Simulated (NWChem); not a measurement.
# Correlation energy of O (+1)

SMILES: [O+]
```xyz
1

O      0.0000     0.0000     0.0000
```
Charge +1, spin multiplicity 4.

The numbers come from NWChem runs, not from measurements.

Basis set: 6-31G*. Each correlation energy counts from its own Hartree-Fock reference.

```
method           correlation energy (mHa)
---------------  ------------------------
CCSD[T] on ROHF                     -81.1
CCSD on UHF                         -76.1
SCS-UMP2                            -58.4
CCSD[T] on UHF                      -76.7
CCSD(T) on ROHF                     -81.1
CCSD(T) on UHF                      -76.6
CCSDT on ROHF                       -81.1
UMP2                                -60.6
CCSD on ROHF                        -80.5
```

The values span 22.7 mHa, from CCSDT on ROHF (lowest) to SCS-UMP2 (highest). 

The correlated methods keep 1 core orbital frozen. The Pople sets run with spherical d functions. No SCF solution was tested for a lower state. Open-shell Hartree-Fock references start from PBE0 orbitals. Coupled-cluster values serve here as a point of comparison, not as the truth.
